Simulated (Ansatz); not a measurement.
The input, for Ansatz 0.2.0:

```yaml
crystal:
  periodic: [false, false, false]
  atoms:
    - {symbol: Si, position_ang: [0.000000, 0.017809, 1.534798]}
    - {symbol: As, position_ang: [0.000000, -0.026897, -0.630834]}
    - {symbol: H, position_ang: [0.000000, 1.226230, 2.395086]}
    - {symbol: H, position_ang: [0.000000, -1.223246, 2.346849]}
    - {symbol: H, position_ang: [0.000000, 1.500097, -0.617182]}
basis:
  gaussian: {orbitals: cc-pVDZ}
magnetization: {spin_polarized: true, initial_magnetization: 2}
hamiltonian: {xc: hf}
output: {orbitals: {seedname: orbitals}}
```

```sh
$ ansatz run in.yaml --threads 1 --pin off --events-out ev --progress --plain --max-ram 2393MiB
```

Q: Roughly how long does this take on 1 thread of Arm Neoverse V2, shared host, and how much host memory?

A: 0.9 s wall and 0.12 GiB.

```
641 factors; integrals over basis functions are off by at most 1.3e-3 eV
mean field evaluation 1: about -68701.4196 eV, gradient 8.4e0 eV
mean field evaluation 2: about -68701.4388 eV, gradient 8.4e0 eV
mean field evaluation 4: about -68702.2829 eV, gradient 8.5e-1 eV
mean field evaluation 8: about -68702.2951 eV, gradient 1.1e-3 eV
mean field -68702.29513882 eV, -2524.7627782633 hartree, gradient 1.7e-5 eV, S^2 2.028799; 0 other end points of the search recorded, 0 dependent functions left out
reference -68702.29513882 eV, -2524.7627782633 hartree; 26, 24 occupied and 34, 36 virtual orbitals, 641 factors
Total energy: -68702.29513882 eV, -2524.7627782633 hartree
```
